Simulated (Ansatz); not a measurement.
Molecule: nitrogen trifluoride, NF₃, net charge 0, singlet state. 
Structure (B3LYP-D3(BJ)/def2-TZVP (Ansatz, a quantum-chemistry and plane-wave program) minimum search):
SMILES: FN(F)F
```xyz
4

N     -0.0011     0.0133     0.4825
F      0.0003     1.2327    -0.1591
F      1.0712    -0.6215    -0.1057
F     -1.0707    -0.6215    -0.1104
```
Charge 0, spin multiplicity 1.

Basis-set convergence of Hartree-Fock and CCSD(T) correlation energies (hartree) with Ansatz. Valence correlation only, unless marked. Spin-orbit coupling is left out. Non-relativistic.

```json
[
 {"basis": "aug-cc-pVDZ", "functions": "92", "E(HF)": "-352.58640", "E(corr, CCSD(T))": "-0.83582", "rough core time": "under 20 s"},
 {"basis": "aug-cc-pVTZ", "functions": "184", "E(HF)": "…", "E(corr, CCSD(T))": "…", "rough core time": "22 s"}
]
```

Q: Fill in the missing entries.

A: 
- aug-cc-pVTZ, E(HF): -352.68036
- aug-cc-pVTZ, E(corr, CCSD(T)): -1.03398
